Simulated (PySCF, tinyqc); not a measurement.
Worked calculation: RHF in the sto-3g basis, for H2O, spin multiplicity 1. The lowest restricted solution is unstable here: a spin-polarised one lies 0.0138 hartree lower (PySCF). One step of it, computed by the program tinyqc.

Problem. Iteration 12 (converged): orbitals. Diagonalise F' = X^T F X, C = X C', fill 5 alpha and 5 beta electrons from the bottom; D = 2 C_occ C_occ^T. Each column has its largest component positive (the first on a tie).

converged F (hartree):
```
             1O 1s      1O 2s     1O 2px     1O 2py     1O 2pz      2H 1s      3H 1s
1O 1s   -20.282484  -5.166448   0.000000   0.000000  -0.019532  -0.483617  -0.483617
1O 2s    -5.166448  -2.381167   0.000000  -0.000001  -0.020747  -0.521162  -0.521162
1O 2px    0.000000   0.000000  -0.390741  -0.000001   0.000003  -0.000001  -0.000002
1O 2py    0.000000  -0.000001  -0.000001  -0.148087  -0.000001  -0.297844   0.297844
1O 2pz   -0.019532  -0.020747   0.000003  -0.000001  -0.193568  -0.246659  -0.246658
2H 1s    -0.483617  -0.521162  -0.000001  -0.297844  -0.246659  -0.251553  -0.101169
3H 1s    -0.483617  -0.521162  -0.000002   0.297844  -0.246658  -0.101169  -0.251552
```

X:
```
                1          2          3         4          5          6         7
1O 1s   -0.447698   0.000000   0.669147  0.000000  -0.588922   0.000000  0.261320
1O 2s    0.908753   0.000000  -0.249447  0.000000  -0.282422   0.000000  0.502934
1O 2px   0.000000   0.000000   0.000000  1.000000   0.000000   0.000000  0.000000
1O 2py   0.000000   0.800900   0.000000  0.000000   0.000000   0.676905  0.000000
1O 2pz   0.361712   0.000000   0.691218  0.000000   0.626178   0.000000  0.209982
2H 1s   -0.543453  -0.655104  -0.254152  0.000000   0.214833   0.413777  0.382741
3H 1s   -0.543453   0.655104  -0.254152  0.000000   0.214833  -0.413777  0.382741
```

Give: F' = X^T F X; orbital energies; coefficients C; D after iteration 12.

Solution.

F' = X^T F X (hartree):
```
         1       2        3        4        5        6        7
1  -1.3160  0.0000   3.3134   0.0000  -3.0368   0.0000   1.5587
2   0.0000  0.4010   0.0000   0.0000   0.0000   0.0680   0.0000
3   3.3134  0.0000  -7.2839   0.0000   7.7067   0.0000  -4.6766
4   0.0000  0.0000   0.0000  -0.3907   0.0000   0.0000   0.0000
5  -3.0368  0.0000   7.7067   0.0000  -8.7913   0.0000   5.3049
6   0.0000  0.0680   0.0000   0.0000   0.0000  -0.4530   0.0000
7   1.5587  0.0000  -4.6766   0.0000   5.3049   0.0000  -4.1378
```

orbital energies (hartree): MO1 -20.2902, MO2 -1.1539, MO3 -0.4584, MO4 -0.3907, MO5 -0.3886, MO6 0.3037, MO7 0.4064

coefficients C:
```
            MO1      MO2      MO3      MO4      MO5      MO6      MO7
1O 1s    0.9948  -0.2498   0.0000   0.0000   0.0697  -0.0806   0.0000
1O 2s    0.0218   0.9556   0.0000   0.0002  -0.3487   0.4308   0.0000
1O 2px   0.0000   0.0000   0.0000   1.0000   0.0006   0.0000   0.0000
1O 2py   0.0000   0.0000   0.6116   0.0000   0.0000   0.0000   0.8518
1O 2pz   0.0018   0.0345   0.0000  -0.0005   0.7316   0.7130   0.0000
2H 1s   -0.0030   0.1106   0.4642  -0.0002   0.3881  -0.6243  -0.6204
3H 1s   -0.0030   0.1106  -0.4642  -0.0002   0.3881  -0.6243   0.6204
```

D after iteration 12:
```
          1O 1s    1O 2s  1O 2px   1O 2py   1O 2pz    2H 1s    3H 1s
1O 1s    2.1136  -0.4826  0.0000   0.0000   0.0883  -0.0071  -0.0071
1O 2s   -0.4826   2.0704  0.0000   0.0000  -0.4442  -0.0595  -0.0595
1O 2px   0.0000   0.0000  2.0000   0.0000   0.0000   0.0000   0.0000
1O 2py   0.0000   0.0000  0.0000   0.7482   0.0000   0.5678  -0.5678
1O 2pz   0.0883  -0.4442  0.0000   0.0000   1.0728   0.5755   0.5755
2H 1s   -0.0071  -0.0595  0.0000   0.5678   0.5755   0.7566  -0.1051
3H 1s   -0.0071  -0.0595  0.0000  -0.5678   0.5755  -0.1051   0.7566
```
